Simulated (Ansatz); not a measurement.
A made-up structure of C2H4Li, doublet:

```tsv
atom	x (Å)	y (Å)	z (Å)
Li1	-2.3993	-0.1209	0.5650
C2	0.0940	-0.0754	-0.6757
C3	0.6944	0.1157	0.4945
H4	-0.0706	-1.0706	-1.0765
H5	-1.8212	1.2533	1.1177
H6	0.8760	1.1112	0.8845
H7	1.0209	-0.7164	1.1086
```

It is relaxed with PBE-D4/def2-SVP and then PBE0-D4/def2-TZVP (Ansatz 0.2.0). Atoms count as bonded within 1.22 times the sum of their covalent radii (H–H: 0.88 Å). The end point is not checked to be a true minimum.

Question: Does its bonding change? (Judge from chemistry; the calculation decides.)

Answer: By the calculation: Yes. Formed: Li1–C2, Li1–C3, C2–H5; broken: Li1–H5.

Where it ends: The first stage lowers the energy by 2.95 eV in 31 steps. It ends as C₂H₄Li ([Li]1[CH2][CH2]1):
```xyz
7
angstrom
Li -1.4364 -0.7475 1.3347
C -0.6080 0.2466 -0.2477
C 0.3619 0.0395 0.7644
H -0.6104 -0.3776 -1.1371
H -1.0681 1.2232 -0.3710
H 0.6488 0.8567 1.4206
H 1.1065 -0.7441 0.6545
```

Labels in which every atom is bracketed show which atoms are joined, not bond orders.

For scale, one of the runs: PBE0-D4/def2-TZVP relaxation, 100 basis functions, launched by `ansatz run in.yaml --threads 2 --pin off --events-out ev --progress --plain --max-ram 4352MiB`. The run took about 11 s on 2 CPU threads of an Arm Neoverse V2 (shared host).
